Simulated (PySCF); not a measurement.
# Bond curve of BF

Set-up: basis B def2-TZVPPD, F def2-TZVPPD; no relativity; PySCF 2.14. Energies in eV from B + F in their ground configurations at the same level. State: ¹Σ⁺ (singlet), closed shell.

All columns are B3LYP. A positive dipole means B(−)F(+).

```csv
R (Å),E (eV),μ (D),Mulliken charge on B (basis-dependent),HOMO (eV),LUMO (eV),Mayer bond order,⟨S²⟩
1.088,-6.561,1.77,-0.16,-7.35,-0.46,1.79,0.00
1.139,-7.237,1.56,-0.09,-7.48,-0.72,1.69,0.00
1.189,-7.612,1.33,-0.02,-7.63,-0.99,1.58,0.00
1.227,-7.747,1.15,0.03,-7.74,-1.18,1.50,0.00
1.265,-7.787,0.96,0.08,-7.85,-1.36,1.43,0.00
1.303,-7.755,0.77,0.13,-7.97,-1.54,1.35,0.00
1.354,-7.628,0.49,0.18,-8.14,-1.77,1.26,0.00
1.417,-7.376,0.13,0.24,-8.34,-2.03,1.15,0.00
1.493,-6.994,-0.32,0.29,-8.59,-2.33,1.05,0.00
1.594,-6.424,-0.94,0.35,-8.90,-2.70,0.97,0.00
```

A fit through these points gives, at Re = 1.265 Å, μ = 0.96 D and dμ/dR = -5.08 D/Å; the reduced mass is 6.97 u.

Task: How strong is the fundamental in the double-harmonic approximation, I = 42.26·(dμ/dR)²/μred km/mol?

Result: I = 42.26·(-5.08)²/6.97 = 156 km/mol at B3LYP.
